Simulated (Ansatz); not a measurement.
Level of theory: frozen-core CCSD(T)/cc-pVTZ // PBE0-D4/def2-TZVP (Ansatz, a quantum-chemistry and plane-wave program).

Ansatz 0.2 input:
```yaml
crystal:
  periodic: [false, false, false]
  atoms:
    - { symbol: C, position_ang: [-0.000002, 0.0, 0.000071] }
    - { symbol: H, position_ang: [1.072382, -0.129592, -0.002847] }
    - { symbol: H, position_ang: [-0.648415, -0.863917, 0.004105] }
    - { symbol: H, position_ang: [-0.423966, 0.99351, -0.001329] }
basis:
  gaussian: { orbitals: cc-pVTZ }
correlation:
  method: ccsd_t
magnetization:
  spin_polarized: true
  initial_magnetization: 1
```

Output:

```
Functional definition: HF
394 factors; integrals over basis functions are off by at most 1.0e-3 eV
mean field evaluation 1: about -1076.2609 eV, gradient 1.1e1 eV
mean field evaluation 2: about -1076.2604 eV, gradient 1.1e1 eV
mean field evaluation 4: about -1076.9452 eV, gradient 1.1e0 eV
mean field evaluation 8: about -1076.9568 eV, gradient 3.9e-4 eV
mean field evaluation 16: about -1076.9578 eV, gradient 1.3e-1 eV
mean field -1076.95678513 eV, -39.5774318661 hartree, gradient 7.5e-7 eV, S^2 0.761764; 0 other end points of the search recorded, 0 dependent functions left out
1 core orbitals not correlated
reference -1076.95678513 eV, -39.5774318661 hartree; 4, 3 occupied and 67, 68 virtual orbitals, 394 factors
second order -4.30454428 eV of doubles, -0.00000000 eV of singles
cycle   1  -4.71471649 eV  change   -4.1e-1 eV  update   3.9e-2
cycle   2  -4.85210702 eV  change   -1.4e-1 eV  update   1.4e-2
cycle   3  -4.86497714 eV  change   -1.3e-2 eV  update   4.6e-3
cycle   4  -4.86546554 eV  change   -4.9e-4 eV  update   1.8e-3
cycle   5  -4.86569851 eV  change   -2.3e-4 eV  update   5.5e-4
cycle   6  -4.86578039 eV  change   -8.2e-5 eV  update   1.3e-4
cycle   7  -4.86579709 eV  change   -1.7e-5 eV  update   3.8e-5
cycle   8  -4.86579695 eV  change    1.3e-7 eV  update   1.1e-5
cycle   9  -4.86579552 eV  change    1.4e-6 eV  update   2.6e-6
perturbative correction -0.12860965 eV, -0.0047263176 hartree
Total energy: -1081.95119031 eV, -39.7609728711 hartree
```

Cost: about 3 core-seconds (a rough figure).
